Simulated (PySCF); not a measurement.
Methyl propyl ketone, C₅H₁₀O.
Structure used (PBE0-D3(BJ)/def2-SVP), in Å, numbered top down from 1:
```
atom  x, y, z in Å
C1    -2.3745    0.2054    0.7008
C2    -1.2508   -0.4509   -0.0835
C3     0.1002    0.1974    0.1563
C4     1.2415   -0.4647   -0.5869
C5     2.5943    0.1962   -0.4729
O6     1.0776   -1.4678   -1.2393
H7    -2.4901    1.2677    0.4309
H8    -3.3386   -0.2905    0.5124
H9    -2.1869    0.1619    1.7860
H10   -1.4708   -0.4244   -1.1634
H11   -1.1783   -1.5211    0.1677
H12    0.3575    0.1892    1.2326
H13    0.0862    1.2692   -0.1162
H14    2.8654    0.3607    0.5814
H15    3.3538   -0.4241   -0.9646
H16    2.5671    1.1875   -0.9539
```

Method used: PySCF 2.14.0, density-fitted response routines, TDDFT B3LYP/def2-SVPD, vertical, gas phase, core orbitals frozen in the response.

Transition dipole moments from the ground state, in atomic units and in the frame of the coordinates above (overall signs are arbitrary), for the states with f of 0.002 or more among the lowest 5:

```tsv
state	E (eV)	μx	μy	μz
S2	6.346	-0.357	0.006	0.108
S4	7.503	-0.155	-0.097	-0.044
S5	7.529	0.197	-0.155	-0.163
```

Problem. Work out the oscillator strengths.

Solution. f = (2/3) ΔE |μ|² with ΔE in hartree (27.2114 eV).

```tsv
state	|μ|² (au)	|μ| (D)	f
S2	0.139	0.95	0.022
S4	0.035	0.48	0.007
S5	0.089	0.76	0.016
```

Problem. What angle do the transition dipoles of S2 and S5 make?

Solution. |cos θ| = |μa·μb| / (|μa| |μb|) = 0.80, so θ ≈ 37° (taken between 0 and 90°, since the signs are arbitrary).

Problem. What peak molar absorption coefficient would the strongest computed level give as a lone Gaussian band 0.3 eV wide at half height?

Solution. ε(max) = 2.175×10⁸ f / FWHM, with the width in cm⁻¹. S2: 2.175×10⁸ × 0.0216 / 2420 ≈ 1900 L mol⁻¹ cm⁻¹.

The run took 32 s wall (with the writing of density and orbital grids) on one thread of an INTEL XEON PLATINUM 8581C at 2.10 GHz, shared host with 80 logical CPUs at a one-minute load of 25, and the process peaked at 0.83 GiB of memory.

One conformer stands for the species.
